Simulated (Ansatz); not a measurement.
C4H5F can be A, `CC1=CC1F`, or B, `FC1=CCC1`.

Isolated molecules relaxed with PBE0-D4/def2-TZVP in Ansatz; ΔE leaves out vibrations. CBS: MP2 limit from def2 TZ/QZ plus the TZ coupled-cluster correction, frozen cores. DFT in def2-TZVPP.

A:

```xyz
10

C    -1.3822   -0.0959   -0.5414
C    -0.0745   -0.0941    0.1253
C     0.6668   -0.2201    1.1893
C     1.3572    0.1410   -0.0412
F     1.7952    1.4542   -0.2008
H    -1.5808    0.8906   -0.9682
H    -1.3863   -0.8092   -1.3700
H    -2.1871   -0.3486    0.1498
H     0.7522   -0.4119    2.2463
H     2.0395   -0.5060   -0.5890
```

B:

Z-matrix (Å, degrees):
```
C
C 1 1.562
C 1 1.515 2 87.5
H 1 1.093 2 113.9 3 116.8
H 1 1.092 2 113.9 3 -116.9
C 2 1.490 1 83.6 3 -0.0
H 2 1.092 1 115.1 3 -115.7
H 2 1.092 1 115.0 3 115.6
H 3 1.080 1 133.6 2 -180.0
F 6 1.323 2 128.7 1 -180.0
```

Task: Which isomer does CCSD(T)/CBS put lower? Give the gap. (Best estimate.)

Result: Computed: B, by 16.0 kcal/mol.

Task: Give E(B) − E(A) in kcal/mol with CCSD(T)/def2-TZVPP, PBE0-D4, PBE-D4, LDA (SPW92), CCSD(T)/def2-SVP, B2PLYP, MP2/def2-TZVPP. (Estimate.)

Result: Ansatz gave: CCSD(T)/def2-TZVPP -16.8, PBE0-D4 -15.7, PBE-D4 -15.0, LDA (SPW92) -17.1, CCSD(T)/def2-SVP -16.0, B2PLYP -14.4, MP2/def2-TZVPP -15.6. None reverses the order clearly.

Task: Does the order hold for the free energy at 298.15 K (harmonic terms from PBE0-D4)? (Estimate.)

Result: The calculation gave: Yes: G(B) − G(A) = -13.9 kcal/mol.

Largest T1 diagnostic: 0.011.

From BLYP to BHLYP (50 % exact exchange), in def2-TZVPP and without D4, E(B) − E(A) moves by −1.8 kcal/mol. Leaving LDA and LC-ωPBE aside and taking each functional with its dispersion term where it has one, the values, not all of them listed here, spread over 3.0 kcal/mol, from PBE-QIDH to BLYP-D4. LDA lies −2.3 kcal/mol from PBE without D4.
